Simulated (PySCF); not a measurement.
Estimate the missing entries of this data sheet.

Compound: silane, SiH4.
SMILES: `[SiH4]`

```tsv
property	level	value
point group of the GFN2-xTB geometry	GFN2-xTB	?
rotational constants A, B, C of the GFN2-xTB geometry	GFN2-xTB	88.172, 88.149, 88.077 GHz
dipole moment	PBE0/pcSseg-1	?
HOMO energy	PBE0/pcSseg-1	?
LUMO energy	PBE0/pcSseg-1	1.26 eV
1H chemical shifts (computed TMS as zero) by class	GIAO PBE0/pcSseg-1	?
isotropic shieldings of nuclei other than C and H, by class	GIAO PBE0/pcSseg-1	?
```

The electronic properties come from PySCF, for the isolated species, density fitting.

Task: Give the 1H chemical shifts (computed TMS as zero) by class.

Result: 3.43 (4 H) ppm.

Task: What is the dipole moment?

Result: 0.00 D.

Task: The isotropic shieldings of nuclei other than C and H, by class?

Result: 461 (1 Si) ppm.

Task: The point group of the GFN2-xTB geometry?

Result: Td.

Task: Give the HOMO energy.

Result: -9.96 eV.

The rotational constants are those of a spherical top; the small spread among constants that symmetry makes equal is optimisation noise. With B = h/(8π²I), that is 505.379 GHz u Å² over I, the principal moments of inertia are 5.7, 5.7 and 5.7 u Å² (most abundant isotopes). Point group Td forbids a permanent dipole, so the rigid molecule has no electric-dipole pure rotational spectrum.
